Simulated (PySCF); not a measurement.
Molecule: SMILES C[Si](C)(C)C, C4H12Si.

Bonds (- single, = double, # triple, : aromatic): C1-Si2, Si2-C3, Si2-C4, Si2-C5. C1 carries H6, H7, H8; C3 carries H9, H10, H11; C4 carries H12, H13, H14; C5 carries H15, H16, H17.

Geometry PBE0-D3(BJ)/def2-SVP throughout; GIAO in PySCF, gas phase, one conformer, non-relativistic; equivalent atoms averaged; functional PBE0.

For orientation, cc-pVTZ gives these absolute shieldings σ: C1/C3/C4/C5 187.3, Si2 360.0, H6/H7/H8/H9/H10/H11/H12/H13/H14/H15/H16/H17 31.29 ppm.

A run gave: C1/C3/C4/C5 199.5, Si2 444.8, H6/H7/H8/H9/H10/H11/H12/H13/H14/H15/H16/H17 32.61 ppm (absolute shieldings σ).

Which basis set was used in that run?
A. aug-cc-pVDZ
B. pcSseg-1
C. cc-pVDZ
D. 6-31G*
E. 6-31G

## Answers

E. Si2 tells them apart best: 6-31G gives 444.8, aug-cc-pVDZ gives 416.8, cc-pVDZ gives 418.7, pcSseg-1 gives 352.0, 6-31G* gives 418.1 ppm.
